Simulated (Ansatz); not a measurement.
The input, for Ansatz 0.2.0:

```yaml
crystal:
  periodic: [false, false, false]
  atoms:
    - {symbol: Al, position_ang: [0.000000, 0.000000, 0.038867]}
    - {symbol: Ga, position_ang: [0.000000, 0.000000, -2.304733]}
    - {symbol: H, position_ang: [0.000000, 0.000000, 2.265867]}
basis:
  gaussian: {orbitals: def2-SVP}
magnetization: {spin_polarized: false, initial_magnetization: 3}
correlation: {method: fic_mrcisd_q, electrons: valence, active_space: {window: {electrons: 5, orbitals: 5}, states: [{multiplicity: 4, weights: [-1, 1]}]}}
```

```sh
$ ansatz run in.yaml --threads 1 --pin off --events-out ev --progress --plain --max-ram 2393MiB
```

Q: One thing in this input was set wrong on purpose, beside settings that are merely unusual. What is the gravest fault, and what does the program do?

A: Impossible set of states or weights. How the run ends: refused.
```
Error: set 0 asks for 2 states and needs as many positive weights; it has [-1.0, 1.0]
```
